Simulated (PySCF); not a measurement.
**Spin states of OF**

Unrestricted PBE0; PySCF, no relativity, basis sets O def2-SVPD, F def2-SVPD. Outer shells of the fragments: O 2s2 2p4; F 2s2 2p5.

Followed along the bond (rough minima from three points):

```csv
2Ms+1,unpaired,⟨S²⟩ at the start,R at minimum (Å),Te (eV)
2,π ↑,0.75,1.33,0.00
4,"σ ↑, π ↑↑",3.76,none in the scan,≤ 2.96
```

Solutions found at the starting distance of 1.215 Å, counted from the lowest of them; the search is not exhaustive and high or unbound solutions are not listed, so other states can lie among these:

```tsv
2Ms+1	unpaired	term	E (eV)	⟨S²⟩	⟨Lz²⟩	μ (D)
2	π ↑	²Π	0.00	0.75	1.00	0.44
4	σ ↑, π ↑↑	⁴Σ⁻	6.56	3.76	0.00	-0.23
```

A term symbol is given only where ⟨S²⟩ and ⟨Lz²⟩ are close to those of a pure state; real π, δ and φ orbitals otherwise mix terms. A positive dipole means O(−)F(+).

Counting both spins, an empty level lies below a filled one in some of these solutions, because spin and occupation are held.
